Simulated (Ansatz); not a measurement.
Density of states of AlPt (Pm-3m, a = 3.066 Å, b = 3.066 Å, c = 3.066 Å, α = 90.00°, β = 90.00°, γ = 90.00°), in states per eV and primitive cell, averaged over bins of 0.3 eV. Theory: DFT r2SCAN, scalar-relativistic, plane waves, PAW in Ansatz 0.2.0.

Plane waves to 500 eV, a k mesh through Γ of 14×14×14 on the computed 2-atom cell and Gaussian smearing (0.10 eV); no spin polarisation.

The cell is relaxed at this level. The states (both spins) are summed by tetrahedra on a 21×21×21 mesh at the self-consistent density. Energies are bin centres; the table starts no lower than −8 eV and ends at 6 eV, or lower where the solved bands end.

It is a metal at this level.

| E − E_F (eV) | total | Pt 5d | Al 3p | Al 3s | Pt 6s |
| --- | --- | --- | --- | --- | --- |
| -7.90 | 1.13 | 0.59 | 0.20 | 0.29 | 0.04 |
| -7.60 | 0.73 | 0.40 | 0.14 | 0.17 | 0.01 |
| -7.30 | 0.65 | 0.30 | 0.14 | 0.17 | 0.03 |
| -7.00 | 0.58 | 0.27 | 0.15 | 0.10 | 0.05 |
| -6.70 | 1.12 | 0.64 | 0.28 | 0.10 | 0.09 |
| -6.40 | 1.81 | 1.11 | 0.44 | 0.10 | 0.14 |
| -6.10 | 2.09 | 1.45 | 0.43 | 0.09 | 0.11 |
| -5.80 | 2.28 | 1.88 | 0.28 | 0.07 | 0.03 |
| -5.50 | 1.91 | 1.64 | 0.25 | 0.01 | 0.00 |
| -5.20 | 1.74 | 1.47 | 0.25 | 0.00 | 0.00 |
| -4.90 | 1.13 | 0.91 | 0.19 | 0.00 | 0.02 |
| -4.60 | 2.48 | 2.16 | 0.24 | 0.01 | 0.04 |
| -4.30 | 2.98 | 2.58 | 0.29 | 0.02 | 0.06 |
| -4.00 | 2.94 | 2.55 | 0.25 | 0.03 | 0.08 |
| -3.70 | 3.56 | 3.12 | 0.30 | 0.03 | 0.07 |
| -3.40 | 2.68 | 2.29 | 0.28 | 0.02 | 0.04 |
| -3.10 | 2.13 | 1.84 | 0.21 | 0.02 | 0.03 |
| -2.80 | 1.33 | 1.10 | 0.16 | 0.01 | 0.02 |
| -2.50 | 0.55 | 0.36 | 0.13 | 0.01 | 0.02 |
| -2.20 | 0.43 | 0.28 | 0.11 | 0.01 | 0.02 |
| -1.90 | 0.36 | 0.24 | 0.08 | 0.01 | 0.02 |
| -1.60 | 0.28 | 0.18 | 0.06 | 0.00 | 0.01 |
| -1.30 | 0.29 | 0.18 | 0.07 | 0.00 | 0.02 |
| -1.00 | 1.11 | 0.78 | 0.21 | 0.02 | 0.08 |
| -0.70 | 1.08 | 0.66 | 0.26 | 0.05 | 0.09 |
| -0.40 | 0.79 | 0.41 | 0.24 | 0.06 | 0.06 |
| -0.10 | 0.66 | 0.29 | 0.23 | 0.06 | 0.04 |
| 0.20 | 0.58 | 0.22 | 0.23 | 0.06 | 0.03 |
| 0.50 | 0.51 | 0.17 | 0.21 | 0.06 | 0.03 |
| 0.80 | 0.46 | 0.13 | 0.20 | 0.05 | 0.02 |
| 1.10 | 0.43 | 0.11 | 0.18 | 0.05 | 0.03 |
| 1.40 | 0.49 | 0.11 | 0.17 | 0.07 | 0.10 |
| 1.70 | 0.51 | 0.09 | 0.16 | 0.08 | 0.12 |
| 2.00 | 0.55 | 0.08 | 0.15 | 0.10 | 0.14 |
| 2.30 | 0.63 | 0.09 | 0.13 | 0.16 | 0.17 |
| 2.60 | 0.77 | 0.10 | 0.14 | 0.24 | 0.19 |
| 2.90 | 0.80 | 0.10 | 0.16 | 0.27 | 0.16 |
| 3.20 | 0.81 | 0.10 | 0.20 | 0.26 | 0.14 |
| 3.50 | 0.79 | 0.09 | 0.23 | 0.24 | 0.12 |
| 3.80 | 0.80 | 0.09 | 0.25 | 0.26 | 0.10 |
| 4.10 | 0.88 | 0.10 | 0.29 | 0.29 | 0.09 |
| 4.40 | 0.86 | 0.09 | 0.33 | 0.24 | 0.09 |
| 4.70 | 0.81 | 0.08 | 0.34 | 0.21 | 0.08 |
| 5.00 | 0.79 | 0.07 | 0.35 | 0.18 | 0.08 |
| 5.30 | 0.77 | 0.07 | 0.36 | 0.15 | 0.07 |
| 5.60 | 0.77 | 0.06 | 0.37 | 0.12 | 0.08 |

The columns after the total are the Löwdin projections on the occupied valence shells of the potentials. The rest of the total lies in shells that are empty in the free atom, which aren't projected, and between the atoms.

Spin-orbit coupling is left out, which matters for the bands of heavy elements.

Whether AlPt exists in this form wasn't checked.

Cost: 1 run of about 0.5 core-minutes, on Arm Neoverse V1 (shared hosts).